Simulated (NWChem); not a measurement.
System: SiH$_{4}$ cation, doublet; SMILES of the neutral closed-shell parent [SiH4]

Input file for NWChem:

```
start job
memory heap 200 mb stack 900 mb global 1100 mb
charge 1
geometry units angstroms noautoz
  Si     0.081289     0.190389     0.004470
  H      1.259839    -0.052899    -0.833806
  H     -0.161011     1.354623     0.862798
  H     -0.575057    -1.138183     0.557139
  H     -1.245455    -0.431667    -0.590602
end
basis spherical
  Si library def2-svp
  H library def2-svp
end
dft
  odft
  mult 2
  xc bhlyp
  iterations 150
end
tddft
  cis
  nroots 8
end
task tddft energy
```

The geometry was optimised at B3LYP/6-31G* (spherical d), spin-unrestricted. The spin multiplicity was typed, not searched, and may not be the lowest. No stability test was run on the SCF state.

Vertical excitations in the gas phase. Excited states of an open shell can be spin-contaminated.

Problem. What results follow from this input? (BHandHLYP/def2-SVP, spin-unrestricted, TDA.) Quantities: lowest excitation (eV); oscillator strength of that lowest state; lowest state with f > 0.02 (eV); oscillator strength of that bright state; lowest empty minus highest occupied level, either spin (eV).

Solution. 
```json
{
  "lowest excitation (eV)": "4.07",
  "oscillator_strength_of_that_lowest_state": "0.000",
  "lowest state with f > 0.02 (eV)": "7.62",
  "oscillator_strength_of_that_bright_state": "0.115",
  "lowest empty minus highest occupied level, either spin (eV)": "6.28"
}
```
